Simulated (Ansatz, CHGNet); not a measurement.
# Equilibrium lattice constant a of zinc-blende BAs: levels of theory against measurement

Reference value: 4.777 Å (measured, room temperature, not corrected to a static lattice; as tabulated in Lucero et al. (2012), arXiv:1111.4515).

```
level (code)           value (Å)  difference (%)
---------------------  ---------  --------------
CHGNet 0.3.0               4.846           +1.44
PBE (Ansatz)               4.809           +0.67
PBE-D3(BJ) (Ansatz)        4.764           -0.27
r²SCAN+rVV10 (Ansatz)      4.775           -0.04
HSE06 (Ansatz)             4.772           -0.10
```

The reference is not for a static lattice or low temperature, so close values are not ranked against it.

The reference isn't brought to a static lattice, while the calculations are for one, so the differences are not the levels' errors alone. A static lattice is as a rule a little smaller than the measured one.  Cutoffs and k meshes differ between the levels. Ansatz's density-functional and Hartree–Fock values are scalar-relativistic unless marked +SOC, with PAW data made under PBE.

Machine-learned potentials (CHGNet 0.3.0) are trained on DFT data: a solid inside that data is no test of them.

Differences are worked out from the printed values.

Ansatz is an electronic-structure program.
